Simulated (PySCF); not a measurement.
Rock-salt LiCl: correlation energy from several methods in one and the same small orbital space (PySCF; 2 atoms at the zone centre, 8 electrons in 21 orbitals, empty ones MP2 natural orbitals of a TZ basis, lattice constant set to 5.1399 Å). It tests the methods against each other and lies far from the crystal's limit.

Full CI gives -2.7378 eV per atom.

Problem. What share of it do MP2, CCSD, CCSD(T), CCSDT, CCSDT(Q) recover?

Solution. MP2 81.0 %; CCSD 97.5 %; CCSD(T) 99.6 %; CCSDT 99.9 %; CCSDT(Q) 100.0 %.

```json
[
 {"method": "MP2", "E_corr (eV per atom)": "-2.2166", "share of full CI (%)": "81.0", "error (meV)": "521"},
 {"method": "CCSD", "E_corr (eV per atom)": "-2.6695", "share of full CI (%)": "97.5", "error (meV)": "68"},
 {"method": "CCSD(T)", "E_corr (eV per atom)": "-2.7263", "share of full CI (%)": "99.6", "error (meV)": "11"},
 {"method": "CCSDT", "E_corr (eV per atom)": "-2.7344", "share of full CI (%)": "99.9", "error (meV)": "3"},
 {"method": "CCSDT(Q)", "E_corr (eV per atom)": "-2.7373", "share of full CI (%)": "100.0", "error (meV)": "1"},
 {"method": "full CI", "E_corr (eV per atom)": "-2.7378", "share of full CI (%)": "100.0", "error (meV)": "0"}
]
```

The Hartree–Fock determinant has a weight of 0.92 in the full CI state.

MP2, (T) and (Q) use filled levels shifted down by the Madelung term, which in so small a cell is a large part of the gap, so these rows hang on it.
